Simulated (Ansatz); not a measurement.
`C=C/C=C\O`, relaxed with RKS PBE0-D4/def2-TZVP in the Gaussian-basis code of Ansatz from a GFN2-xTB geometry. The force threshold is 0.005 eV/Å; the program also tests the step.

Total charge 0; spin multiplicity 1.

Start:

```xyz
11

C    -1.557    1.167   -0.485
C    -0.459    0.417   -0.486
C     0.088   -0.201    0.699
C     1.185   -0.966    0.748
O     1.986   -1.309   -0.283
H    -2.108    1.352    0.422
H    -1.944    1.616   -1.383
H     0.062    0.256   -1.425
H    -0.444   -0.023    1.620
H     1.538   -1.396    1.673
H     1.655   -0.913   -1.099
```

Q: By how much does the energy fall, and how many steps does the optimiser take? (An estimate is asked.)

A: Ansatz gave: 0.01 eV, in 4 steps.

Q: Which bonds change most? (An estimate is asked.)

A: Computed: C1–H6 from 1.077 to 1.085 Å; C1–H7 from 1.076 to 1.083 Å; C3–H9 from 1.079 to 1.084 Å; C2–H8 from 1.085 to 1.090 Å.

Q: Give the relaxed structure. (Estimate.)

A: The calculation gave: 
```xyz
11

C    -1.565    1.174   -0.492
C    -0.466    0.417   -0.474
C     0.089   -0.205    0.704
C     1.189   -0.967    0.744
O     1.990   -1.307   -0.283
H    -2.126    1.372    0.416
H    -1.934    1.614   -1.409
H     0.044    0.262   -1.425
H    -0.425   -0.046    1.646
H     1.544   -1.400    1.672
H     1.660   -0.915   -1.098
```
